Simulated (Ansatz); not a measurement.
**Two structures, one formula**

Two isomers of C2H7O (charge +1), closed shell, relaxed at PBE0-D4/def2-TZVP (vibrations not checked).

A:

```json
{"atom": "C1", "x (Å)": "-0.9603", "y (Å)": "0.6485", "z (Å)": "-0.5068"}
{"atom": "O2", "x (Å)": "0.4578", "y (Å)": "0.2607", "z (Å)": "-0.3791"}
{"atom": "C3", "x (Å)": "0.8039", "y (Å)": "-0.6373", "z (Å)": "0.7396"}
{"atom": "H4", "x (Å)": "-1.5628", "y (Å)": "-0.2480", "z (Å)": "-0.6439"}
{"atom": "H5", "x (Å)": "-1.0118", "y (Å)": "1.3188", "z (Å)": "-1.3609"}
{"atom": "H6", "x (Å)": "-1.2042", "y (Å)": "1.1708", "z (Å)": "0.4141"}
{"atom": "H7", "x (Å)": "0.8174", "y (Å)": "-0.0625", "z (Å)": "-1.2214"}
{"atom": "H8", "x (Å)": "0.2468", "y (Å)": "-1.5668", "z (Å)": "0.6345"}
{"atom": "H9", "x (Å)": "0.5343", "y (Å)": "-0.0963", "z (Å)": "1.6423"}
{"atom": "H10", "x (Å)": "1.8788", "y (Å)": "-0.7878", "z (Å)": "0.6814"}
```

B:

```xyz
10
angstrom
C -0.4114 0.7409 -0.7640
C -0.3118 -0.5066 0.0442
O 0.7602 -0.2789 1.1205
H -1.2020 0.5834 -1.5029
H 0.5058 0.9506 -1.3196
H -0.6902 1.6007 -0.1543
H 0.0137 -1.3840 -0.5133
H -1.1935 -0.7195 0.6452
H 1.5958 0.0663 0.7592
H 0.9334 -1.0529 1.6849
```

Program: Ansatz 0.2.0. Basis: def2-TZVPP. Cores are frozen in the correlated methods. B3LYP uses VWN-RPA correlation.

(1) Which structure is lower at CCSD(T), and by how much? (Judge from chemistry; the value comes from the calculation.)

T1 diagnostic: at most 0.010.

Results:

(1) The calculation gives: B, by 0.340 eV (electronic energy, against the other). By their contacts, A is C₂H₇O ([CH3][OH][CH3]), total charge +1 and B is C₂H₇O ([CH3][CH2][OH2]), total charge +1.

All methods give the same order:

```
   method  E(B) − E(A) (eV)
   PBE-D4            -0.420
r2SCAN-D4            -0.412
  PBE0-D4            -0.418
 B3LYP-D4            -0.335
  wB97M-V            -0.387
       HF            -0.254
      MP2            -0.382
     CCSD            -0.333
  CCSD(T)            -0.340
```

Labels in which every atom is bracketed show which atoms are joined, not bond orders.
